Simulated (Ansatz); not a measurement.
**HNC, singlet: vertical spin and charge gaps**

Geometry (PBE0/def2-TZVP stationary point for this spin, not checked as a minimum):

```xyz
3

N     0.0000    0.0000    0.0555
C     0.0000    0.0000   -1.1080
H     0.0000    0.0000    1.0525
```

Basis 6-31G; Ansatz 0.2.0. Correlated methods freeze the noble-gas cores. Prefix R: restricted or restricted open-shell reference; prefix U: unrestricted. Active spaces: valence = (10e, 9o) chosen from the atoms' valence shells.

Gaps are energies of the second state less the first, at fixed atoms, for a selection of the levels run; each method lands on the state that its own search finds for that charge and spin.

Unrestricted rows (U, and Kohn–Sham where it breaks symmetry) aren't spin-pure: their determinants' ⟨S²⟩ exceeds S(S+1) by up to 0.48, so they mix in states of higher spin. A value is left out where its run failed or describes another state than the reference as far as symmetry and spin tell, or, spin-broken singlets apart, can't be checked.

Triplet less singlet: 5.941 eV at UCCSDTQ.

```tsv
level	gap (eV)	error (meV)	⟨S²⟩ where 0.1 over S(S+1) (first / second)
RHF	5.287	-654	– / –
UHF	4.988	-953	– / 2.17
RMP2	6.087	146	– / –
UMP2	6.253	312	– / 2.17
CISD	5.789	-152	– / –
RCCSD	5.858	-83	– / –
UCCSD	5.844	-97	– / 2.17
RCCSD(T)	5.944	3	– / –
UCCSD(T)	5.947	6	– / 2.17
BCCD(T)	5.948	7	– / –
RCCSDT	5.943	2	– / –
UCCSDT	5.941	0	– / 2.17
CISDTQ	5.921	-20	– / –
RCCSDT(Q)	5.942	1	– / –
UCCSDT(Q)	5.941	0	– / 2.17
RCCSDTQ	5.941	0	– / –
CASSCF (valence space)	6.309	368	– / –
NEVPT2 (valence space)	5.959	18	– / –
MRCISD (valence space)	5.945	4	– / –
MRCISD+Q (valence space)	5.925	-16	– / –
PBE	5.874	-67	– / –
r2SCAN	5.726	-215	– / –
PBE0	5.770	-171	– / –
B3LYP	5.941	0	– / –
wB97M-V	6.197	256	– / –
B2PLYP	6.030	89	– / –
RPA-PBE	6.088	147	– / –
```

Question: PBE gives 11.714 eV for removing an electron, to the doublet. Estimate what full CI gives in 6-31G.

Answer: Full CI in 6-31G gives 10.864 eV, so against it PBE is off by 0.850 eV.

```
                   level  gap (eV)  error (meV)  ⟨S²⟩ where 0.1 over S(S+1) (first / second)
                     RHF    11.160          296                                        – / –
                     UHF    10.524         -340                                     – / 1.23
                    RMP2    10.970          106                                        – / –
                    UMP2    11.634          770                                     – / 1.23
                    CISD    10.933           69                                        – / –
                   RCCSD    10.857           -7                                        – / –
                   UCCSD    10.849          -15                                     – / 1.23
                RCCSD(T)    10.879           15                                        – / –
                UCCSD(T)    10.917           53                                     – / 1.23
                 BCCD(T)    10.887           23                                        – / –
                  RCCSDT    10.877           13                                        – / –
                  UCCSDT    10.881           17                                     – / 1.23
                  CISDTQ    10.863           -1                                        – / –
               RCCSDT(Q)    10.863           -1                                        – / –
               UCCSDT(Q)    10.865            1                                     – / 1.23
                 RCCSDTQ    10.867            3                                        – / –
                 UCCSDTQ    10.867            3                                     – / 1.23
  CASSCF (valence space)    10.313         -551                                        – / –
  NEVPT2 (valence space)    10.713         -151                                        – / –
  MRCISD (valence space)    10.824          -40                                        – / –
MRCISD+Q (valence space)    10.846          -18                                        – / –
                  r2SCAN    11.740          876                                        – / –
                    PBE0    11.811          947                                        – / –
                   B3LYP    11.935         1071                                        – / –
                 wB97M-V    11.988         1124                                        – / –
                  B2PLYP    11.594          730                                        – / –
                PBE-QIDH    11.659          795                                     – / 0.94
                 RPA-PBE    11.279          415                                        – / –
```

In so small a basis the reference is far from its limit while semilocal and hybrid functionals are nearer theirs (RPA and double hybrids share much of the reference's basis error), so the functionals' errors here hold much of the reference's basis and frozen-core error, which can add to them or hide them.

The reference is named with each gap: full CI where it ran, else the highest cluster level, uncertain by about the last step of the series. The frozen core follows each run's orbitals, which can shift R against U totals by a few meV.
